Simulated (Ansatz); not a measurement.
Reaction (SMILES): C=C(F)F + 4 [H][H] (H2) → 2 C (CH4) + 2 F (HF)
B3LYP-D3(BJ)/def2-TZVP geometries, fixed; electronic energies without zero-point terms.
Largest species:
```xyz
6

C      1.3666    -0.1842    -0.0960
C      0.0659    -0.0089    -0.0046
F     -0.8303    -0.9779     0.0790
F     -0.5461     1.1633     0.0177
H      2.0191     0.6710    -0.1597
H      1.7731    -1.1820    -0.1067
```
Charge 0, spin multiplicity 1.

The energy of full hydrogenation at MP2 with Ansatz (a program for electronic structure), in kcal/mol, split into its Hartree-Fock and correlation parts. Cores are frozen. No added dispersion term, no relativity. Functions are those of the species that has most.

```tsv
basis	X	functions	Hartree-Fock	MP2
cc-pVDZ	2	66	-102.30	-95.23
cc-pVTZ	3	148	-100.95	-99.55
cc-pVQZ	4	280	-101.91	-101.79
```

Worked estimate of the basis-set limit from each neighbouring pair, with Hartree-Fock from the larger set and the correlation part extrapolated as X^-3.
Correlation parts: X = 2: 7.07, X = 3: 1.40, X = 4: 0.12.
- (2,3): (27·(1.40) - 8·(7.07))/19 = -0.99; with Hartree-Fock -100.95 the estimate is -101.94 kcal/mol.
- (3,4): (64·(0.12) - 27·(1.40))/37 = -0.81; with Hartree-Fock -101.91 the estimate is -102.72 kcal/mol.
The last two estimates differ by 0.79 kcal/mol; the largest set lies 0.93 from the last. Over the last step Hartree-Fock moves by -0.96 and the correlation part by -1.28.
